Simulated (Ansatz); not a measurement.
HB–N–C, quartet: vertical spin and charge gaps

Geometry (PBE0/def2-TZVP stationary point for this spin, not checked as a minimum):

```xyz
4

B     0.0000    0.0000    0.6596
N     0.0000    0.0000   -0.6177
C     0.0000    0.0000   -1.8708
H     0.0000    0.0000    1.8289
```

Basis cc-pVDZ; Ansatz 0.2.0. Only valence electrons are correlated (noble-gas cores frozen). R marks a restricted (for open shells ROHF) determinant, U an unrestricted one.

Gaps are energies of the second state less the first, at fixed atoms, for a selection of the levels run; each method lands on the state that its own search finds for that charge and spin.

Unrestricted rows (U, and Kohn–Sham where it breaks symmetry) aren't spin-pure: their determinants' ⟨S²⟩ exceeds S(S+1) by up to 0.18, so they mix in states of higher spin, at the starting point too. For open shells CISD is restricted-active-space CI with the open shells as a complete middle space. A value is left out where its run failed or describes another state than the reference as far as symmetry and spin tell, or, spin-broken singlets apart, can't be checked.

Question: PBE gives 13.111 eV for removing an electron, to the quintet. Estimate what UCCSDT(Q) gives in cc-pVDZ.

Answer: UCCSDT(Q) in cc-pVDZ gives 12.795 eV, so against it PBE is off by 0.316 eV.

| level | gap (eV) | error (meV) | ⟨S²⟩ where 0.1 over S(S+1) (first / second) |
| --- | --- | --- | --- |
| RHF | 10.772 | -2023 | – / – |
| UHF | 11.135 | -1660 | 3.92 / – |
| RMP2 | 12.856 | 61 | – / – |
| UMP2 | 12.741 | -54 | 3.92 / – |
| CISD | 12.276 | -519 | – / – |
| RCCSD | 12.651 | -144 | – / – |
| UCCSD | 12.664 | -131 | 3.92 / – |
| RCCSD(T) | 12.789 | -6 | – / – |
| UCCSD(T) | 12.777 | -18 | 3.92 / – |
| BCCD(T) | 12.785 | -10 | – / – |
| RCCSDT | 12.778 | -17 | – / – |
| UCCSDT | 12.778 | -17 | 3.92 / – |
| RCCSDT(Q) | 12.794 | -1 | – / – |
| r2SCAN | 12.911 | 116 | – / – |
| PBE0 | 12.914 | 119 | – / – |
| B3LYP | 13.030 | 235 | – / – |
| wB97M-V | 12.894 | 99 | – / – |
| RPA-PBE | 12.891 | 96 | – / – |

Removing an electron, to the triplet: 8.038 eV at UCCSDT(Q).

```json
{"level": "RHF", "gap (eV)": "7.536", "error (meV)": "-502", "⟨S²⟩ where 0.1 over S(S+1) (first / second)": "– / –"}
{"level": "RMP2", "gap (eV)": "8.116", "error (meV)": "78", "⟨S²⟩ where 0.1 over S(S+1) (first / second)": "– / –"}
{"level": "UMP2", "gap (eV)": "8.057", "error (meV)": "19", "⟨S²⟩ where 0.1 over S(S+1) (first / second)": "3.92 / 2.18"}
{"level": "UCCSD", "gap (eV)": "8.060", "error (meV)": "22", "⟨S²⟩ where 0.1 over S(S+1) (first / second)": "3.92 / 2.18"}
{"level": "UCCSD(T)", "gap (eV)": "8.050", "error (meV)": "12", "⟨S²⟩ where 0.1 over S(S+1) (first / second)": "3.92 / 2.18"}
{"level": "SPW92", "gap (eV)": "8.528", "error (meV)": "490", "⟨S²⟩ where 0.1 over S(S+1) (first / second)": "– / –"}
{"level": "r2SCAN", "gap (eV)": "8.508", "error (meV)": "470", "⟨S²⟩ where 0.1 over S(S+1) (first / second)": "– / –"}
{"level": "PBE0", "gap (eV)": "8.403", "error (meV)": "365", "⟨S²⟩ where 0.1 over S(S+1) (first / second)": "– / –"}
{"level": "wB97M-V", "gap (eV)": "8.114", "error (meV)": "76", "⟨S²⟩ where 0.1 over S(S+1) (first / second)": "– / –"}
{"level": "B2PLYP", "gap (eV)": "8.095", "error (meV)": "57", "⟨S²⟩ where 0.1 over S(S+1) (first / second)": "– / –"}
```

Doublet less quartet: -2.843 eV at UCCSDT(Q).

```tsv
level	gap (eV)	error (meV)	⟨S²⟩ where 0.1 over S(S+1) (first / second)
RHF	-2.042	801	– / –
UHF	-1.915	928	3.92 / 0.85
RMP2	-2.793	50	– / –
UMP2	-2.690	153	3.92 / 0.85
CISD	-2.656	187	– / –
RCCSD	-2.775	68	– / –
UCCSD	-2.777	66	3.92 / 0.85
RCCSD(T)	-2.842	1	– / –
UCCSD(T)	-2.844	-1	3.92 / 0.85
BCCD(T)	-2.846	-3	– / –
RCCSDT	-2.838	5	– / –
UCCSDT	-2.840	3	3.92 / 0.85
RCCSDT(Q)	-2.843	0	– / –
SPW92	-2.788	55	– / –
PBE	-2.760	83	– / –
r2SCAN	-2.484	359	– / –
PBE0	-2.702	141	– / –
B3LYP	-3.017	-174	– / –
wB97M-V	-3.150	-307	– / –
B2PLYP	-2.984	-141	– / –
RPA-PBE	-3.128	-285	– / –
```

In so small a basis the reference is far from its limit while semilocal and hybrid functionals are nearer theirs (RPA and double hybrids share much of the reference's basis error), so the functionals' errors here hold much of the reference's basis and frozen-core error, which can add to them or hide them.

Full CI isn't at hand for all of this; UCCSDT(Q) serves as the reference, and is uncertain by about the last step of the cluster series. The frozen core follows each run's orbitals, which can shift R against U totals by a few meV.
